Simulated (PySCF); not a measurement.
# Frontier levels across methods

Species: C2H7Al.
Z-matrix (Å and degrees, PBE0-D3(BJ)/def2-SVP geometry), rows numbered from 1:
```
C 
C   1  1.5279
Al  2  1.9645  1  117.61
H   1  1.1028  2  112.43  3  -179.60
H   1  1.1020  2  111.81  3    60.08
H   1  1.1019  2  111.84  3   -59.21
H   2  1.1076  1  110.60  3  -123.16
H   2  1.1079  1  110.53  3   122.81
H   3  1.5958  2  121.36  1     1.57
H   3  1.5951  2  119.42  1  -178.55
```

Basis pcSseg-2 throughout (PySCF), one geometry. Geometry: PBE0-D3(BJ)/def2-SVP, one conformer, isolated molecule.

**Question.** How do the orbital energies, the gap and the dipole change with the method?

**Answer.** 
```csv
method,kind,HOMO (eV),LUMO (eV),gap (eV),μ (D),SCF cycles
BLYP,GGA,-6.21,-2.02,4.19,0.76,14
OPBE,GGA,-6.28,-1.79,4.49,0.77,14
B97-D,GGA,-6.31,-2.00,4.31,0.76,14
PBE,GGA,-6.32,-2.11,4.21,0.78,14
KT2,GGA,-6.39,-2.19,4.19,0.74,14
LDA,LDA,-6.39,-2.34,4.05,0.79,13
KT3,GGA,-6.41,-2.04,4.37,0.71,14
BP86,GGA,-6.42,-2.16,4.26,0.79,14
B97-2,global hybrid,-7.30,-1.32,5.98,0.73,12
B3LYP,global hybrid,-7.35,-1.58,5.77,0.72,12
PBE0,global hybrid,-7.54,-1.35,6.19,0.73,12
mPW1PW91,global hybrid,-7.57,-1.35,6.22,0.73,12
BHandHLYP,global hybrid,-8.70,-0.65,8.06,0.67,10
CAM-B3LYP,range-separated hybrid,-8.91,-0.50,8.41,0.69,12
wB97X-D,range-separated hybrid,-9.41,0.27,9.68,0.73,12
LC-wPBE,range-separated hybrid,-10.26,0.57,10.83,0.70,12
HF,Hartree–Fock,-10.53,1.09,11.61,0.64,9
```

The HOMO spans 4.32 eV, from BLYP down to HF, and the gap runs from 4.05 eV (LDA) to 11.61 eV (HF). Over the methods BLYP (0 %), OPBE (0 %), B97-D (0 %), PBE (0 %), KT2 (0 %), LDA (0 %), KT3 (0 %), BP86 (0 %), B97-2 (21 %), B3LYP (20 %), PBE0 (25 %), mPW1PW91 (25 %), BHandHLYP (50 %), HF (100 %), a straight line through the gap against the share of exact exchange rises by 0.74 eV for each 10 % (correlation coefficient 0.999). The dipole ranges from 0.64 D (HF) to 0.79 D (LDA). This basis has no diffuse functions.

The vertical ΔSCF ionisation energy at CAM-B3LYP/def2-SVPD is 9.84 eV; −ε(HOMO) comes closest to it with LC-wPBE (10.26 eV) and wB97X-D (9.41 eV).
